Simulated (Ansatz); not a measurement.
Two isomers of C2H6O2S: A = `CS(C)(=O)=O`, B = `COC(O)S`.

Computed with Ansatz on PBE0-D4/def2-TZVP structures; ΔE is electronic, products minus reactants. CCSD(T)/CBS adds triple-zeta CCSD(T) − MP2 to the extrapolated MP2 energy (def2 sets, frozen cores). DFT in def2-TZVPP. Each species was taken in one conformer, which may not be the lowest.

Problem. Which isomer does CCSD(T)/CBS put lower? Give the gap. (Best estimate.)

Solution. Ansatz gave: A, by 32.8 kJ/mol.

Problem. Give E(B) − E(A) in kJ/mol with MP2/def2-TZVPP, CCSD(T)/def2-TZVPP, HF/def2-TZVPP, r2SCAN-D4, CCSD/def2-TZVPP, PBE0-D4, B2PLYP. (Best estimate.)

Solution. Ansatz gave: MP2/def2-TZVPP 40.3, CCSD(T)/def2-TZVPP 11.3, HF/def2-TZVPP -4.5, r2SCAN-D4 53.1, CCSD/def2-TZVPP 4.8, PBE0-D4 34.7, B2PLYP 28.4. The order is the other way round with HF/def2-TZVPP.

Largest T1 diagnostic: 0.015.

From PBE to PBE0 (25 % exact exchange), in def2-TZVPP and without D4, E(B) − E(A) moves by −5.4 kJ/mol. The D4 term adds +4.7 kJ/mol with B3LYP and +2.3 kJ/mol with PBE0; it sums over pairs of atoms, weighted by their polarisabilities, and B3LYP, whose exchange is more repulsive, gets the larger term.

B3LYP here is the variant with VWN-RPA as its local correlation; programs differ in this.
